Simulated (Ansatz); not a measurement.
A made-up structure of BH4O (charge +1), closed shell:

B1  (0.046, 0.678, 0.167)
O2  (-0.049, -0.717, -0.177)
H3  (0.806, -1.123, -0.390)
H4  (-0.954, -1.063, -0.148)
H5  (-0.868, 1.318, 0.448)
H6  (1.042, 1.253, 0.185)
(Å)

It is relaxed with PBE-D4/def2-SVP and then PBE0-D4/def2-TZVP (Ansatz 0.2.0). Atoms count as bonded within 1.22 times the sum of their covalent radii (H–H: 0.88 Å). The end point is not checked to be a true minimum.

Problem. Does its bonding change? (Judge from chemistry; the calculation decides.)

Solution. By the calculation: No: no bond forms or breaks.

Where it ends: The first stage lowers the energy by 0.47 eV in 5 steps. It ends as BH₄O ([BH2][OH2]), total charge +1:
| atom | x (Å) | y (Å) | z (Å) |
| --- | --- | --- | --- |
| B1 | 0.0525 | 0.7751 | 0.1910 |
| O2 | -0.0420 | -0.6207 | -0.1530 |
| H3 | 0.7323 | -1.1625 | -0.3911 |
| H4 | -0.8861 | -1.1078 | -0.1685 |
| H5 | -0.9867 | 1.2676 | 0.4507 |
| H6 | 1.1535 | 1.1952 | 0.1563 |

Labels in which every atom is bracketed show which atoms are joined, not bond orders.

For scale, one of the runs: PBE0-D4/def2-TZVP relaxation, 86 basis functions, launched by `ansatz run in.yaml --threads 2 --pin off --events-out ev --progress --plain --max-ram 4352MiB`. Hardware: 2 CPU threads of an Arm Neoverse V2, shared host. Wall time about 3.7 s.
